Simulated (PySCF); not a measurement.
# CH (SMILES [CH]): UM06-2X/cc-pVDZ

Aim: the vertical ionisation energy of CH at UM06-2X/cc-pVDZ, from 2 runs. The job is set up through a Python script.

The calculation is run with PySCF 2.14.0.

12 further runs of the same task are left out: 2 that didn't finish, 10 set aside as unsound or not needed.

## 1. The structure to begin with

The species is CH (2 atoms), meant as a doublet with charge 0. As SMILES, `[CH]`. Geometry: relaxed at GFN2-xTB.

Bond lengths: C1–H2 1.114 Å.

## 2. A single-point energy at UM06-2X/cc-pVDZ

Input file job.py:

```python
# CH
from pyscf import gto, dft

molecule = gto.M(
    atom='''
C      0.000000     0.000000     0.000000
H      0.000000     0.000000     1.114340
''',
    verbose=4,
    spin=1,
    max_memory=1860,
    basis='cc-pvdz',
    charge=0,
)

ks = dft.UKS(molecule)
ks.xc = 'm06-2x'
ks.grids.level = 5
ks.conv_tol = 1e-10
ks.kernel()
if not ks.converged:
    ks = ks.newton().run(ks.mo_coeff, ks.mo_occ)

etot = ks.e_tot
print('Final energy', etot)
```

The run is started by

```console
$ OMP_NUM_THREADS=1 python job.py
```

Log:

```text
PySCF version 2.14.0

[INPUT] num. atoms = 2
[INPUT] num. electrons = 7
[INPUT] charge = 0
[INPUT] spin (= nelec alpha-beta = 2S) = 1
[INPUT] symmetry False subgroup None
[INPUT] Mole.unit = angstrom
[INPUT] Symbol           X                Y                Z      unit          X                Y                Z       unit  Magmom
[INPUT]  1 C      0.000000000000   0.000000000000   0.000000000000 AA    0.000000000000   0.000000000000   0.000000000000 Bohr   0.0
[INPUT]  2 H      0.000000000000   0.000000000000   1.114340000000 AA    0.000000000000   0.000000000000   2.105797409648 Bohr   0.0

nuclear repulsion = 2.84927694017984
number of shells = 8
number of NR pGTOs = 33
number of NR cGTOs = 19
basis = cc-pvdz
ecp = {}

******** <class 'pyscf.dft.uks.UKS'> ********
method = UKS
initial guess = minao
damping factor = 0
level_shift factor = 0
DIIS = <class 'pyscf.scf.diis.CDIIS'>
diis_start_cycle = 1
diis_space = 8
diis_damp = 0
SCF conv_tol = 1e-10
SCF conv_tol_grad = None
SCF max_cycles = 50
direct_scf = True
direct_scf_tol = 1e-13
number electrons alpha = 4  beta = 3
XC library pyscf.dft.libxc version 7.0.0
    S. Lehtola, C. Steigemann, M. J.T. Oliveira, and M. A.L. Marques.,  SoftwareX 7, 1–5 (2018)
XC functionals = m06-2x
    Y. Zhao and D. G. Truhlar.,  Theor. Chem. Acc. 120, 215 (2008)
    Y. Zhao and D. G. Truhlar.,  Theor. Chem. Acc. 120, 215 (2008)
radial grids:
    Treutler-Ahlrichs [JCP 102, 346 (1995); DOI:10.1063/1.469408] (M4) radial grids

becke partition: Becke, JCP 88, 2547 (1988); DOI:10.1063/1.454033
pruning grids: <function nwchem_prune>
grids dens level: 5
symmetrized grids: False
atomic radii adjust function: <function treutler_atomic_radii_adjust>
small_rho_cutoff = 0
Set gradient conv threshold to 1e-05
tot grids = 66520
init E= -38.2792933001351

[... the frontier-level lines of each cycle are left out ...]


cycle= 1 E= -38.45006710075  delta_E= -0.171  |g|= 0.121  |ddm|= 0.918
cycle= 2 E= -38.459913688437  delta_E= -0.00985  |g|= 0.0483  |ddm|= 0.196
cycle= 3 E= -38.4613731096145  delta_E= -0.00146  |g|= 0.00833  |ddm|= 0.067
cycle= 4 E= -38.4614517404611  delta_E= -7.86e-05  |g|= 0.00251  |ddm|= 0.0165
cycle= 5 E= -38.461457557211  delta_E= -5.82e-06  |g|= 0.000323  |ddm|= 0.00448
cycle= 6 E= -38.4614576792661  delta_E= -1.22e-07  |g|= 4.38e-05  |ddm|= 0.000715
cycle= 7 E= -38.4614576820145  delta_E= -2.75e-09  |g|= 8.68e-06  |ddm|= 0.000106
cycle= 8 E= -38.4614576821948  delta_E= -1.8e-10  |g|= 3.62e-06  |ddm|= 2.76e-05
cycle= 9 E= -38.4614576822783  delta_E= -8.35e-11  |g|= 2.35e-06  |ddm|= 1.79e-05
Extra cycle  E= -38.4614576823209  delta_E= -4.26e-11  |g|= 2.3e-06  |ddm|= 9.02e-06
converged SCF energy = -38.4614576823209  <S^2> = 0.75196686  2S+1 = 2.0019659
Final energy -38.461457682320926
```

Run time: 2.4 s. Hardware: 1 thread of Arm Neoverse V2, shared host; peak memory 0.19 GiB.

## 3. The singlet cation

Input file job.py:

```python
from pyscf import gto, dft

system = gto.M(
    atom='C 0.000000 0.000000 0.000000; H 0.000000 0.000000 1.114340',
    charge=1,
    basis='cc-pvdz',
    verbose=3,
    max_memory=1860,
)

ks = dft.RKS(system, xc='m06-2x')
ks.grids.level = 5
ks.conv_tol = 1e-10
ks.kernel()
if not ks.converged:
    ks = ks.newton().run(ks.mo_coeff, ks.mo_occ)

e_tot = ks.e_tot
print('Final energy', e_tot)
```

The run is started by

```console
$ OMP_NUM_THREADS=1 python job.py
```

Log:

```text
converged SCF energy = -38.0728102308618
Final energy -38.07281023086179
```

Run time: 1.5 s. Hardware: 1 thread of Arm Neoverse V2, shared host; peak memory 0.17 GiB.

## 4. Results

Level: UM06-2X/cc-pVDZ.

| quantity | value |
| --- | --- |
| doublet CH: total energy | -38.46146 Eh |
| doublet CH: dipole moment | 1.53 D |
| doublet CH: HOMO energy (highest over α and β) | -8.22 eV |
| doublet CH: LUMO energy (lowest over α and β) | -2.18 eV |
| doublet CH: ⟨S²⟩ | 0.752 |
| singlet cation: total energy | -38.07281 Eh |
| singlet cation: HOMO energy | -21.33 eV |
| singlet cation: LUMO energy | -12.79 eV |
| singlet cation: HOMO–LUMO gap | 8.55 eV |
| vertical ionisation energy (to the singlet cation) | 10.576 eV |

What this shows: The vertical ionisation energy comes to 10.58 eV (1020 kJ/mol). Only the singlet of the ionised species was computed; a triplet could lie lower.
